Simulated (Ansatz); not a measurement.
# AlH5NS: the cost of one run

All numbers below are computed with Ansatz 0.2.0 (RKS B3LYP-D4/def2-mTZVP).

### Step 1. The system as given

Bond lengths: N1–Al2 2.014 Å, Al2–S3 2.147 Å, N1–H4 1.029 Å, N1–H5 1.030 Å, N1–H6 1.030 Å, Al2–H7 1.506 Å, S3–H8 1.334 Å. Angles: N1–Al2–S3 107.8°, N1–Al2–H7 102.8°, S3–Al2–H7 149.4°, Al2–N1–H4 113.3°, Al2–N1–H5 112.1°, Al2–N1–H6 113.5°, H4–N1–H5 105.4°, H4–N1–H6 105.4°, H5–N1–H6 106.4°, Al2–S3–H8 99.5°.

Structure file:

```xyz
8

N    -0.6197    1.0493   -0.3260
Al    0.6932   -0.4652   -0.1330
S     0.0063   -1.7306    1.4599
H    -1.3647    0.8583   -1.0096
H    -0.1671    1.9168   -0.6493
H    -1.1059    1.2845    0.5508
H     1.7195   -0.1530   -1.1907
H     0.8383   -2.7601    1.2978
```

### Step 2. End point A

The input, input.yaml:

```yaml
crystal:
  periodic: [false, false, false]
  atoms:
    - { symbol: "N", position_ang: [-0.61966, 1.04933, -0.32599] }
    - { symbol: Al, position_ang: [0.69322, -0.46524, -0.13299] }
    - { symbol: S, position_ang: [0.00634, -1.7306, 1.45994] }
    - { symbol: H, position_ang: [-1.36468, 0.85827, -1.00958] }
    - { symbol: H, position_ang: [-0.16711, 1.91684, -0.64926] }
    - { symbol: H, position_ang: [-1.10587, 1.28446, 0.55077] }
    - { symbol: H, position_ang: [1.7195, -0.15295, -1.19069] }
    - { symbol: H, position_ang: [0.83827, -2.76012, 1.2978] }
total_charge: 1
basis:
  gaussian: { orbitals: def2-mTZVP }
hamiltonian:
  xc: b3lyp
  dispersion: d4
relax:
  f_tol: 0.015
  max_steps: 40
```

Started as:

```console
$ ansatz run input.yaml --threads 1 --pin off --max-ram 2048MiB --backend cpu --events-out ev --progress --plain --runs-dir out
```

Q: Estimate wall time and peak memory on 1 thread of Arm Neoverse V2, shared host.

About 19 s, with a peak of 0.14 GiB.
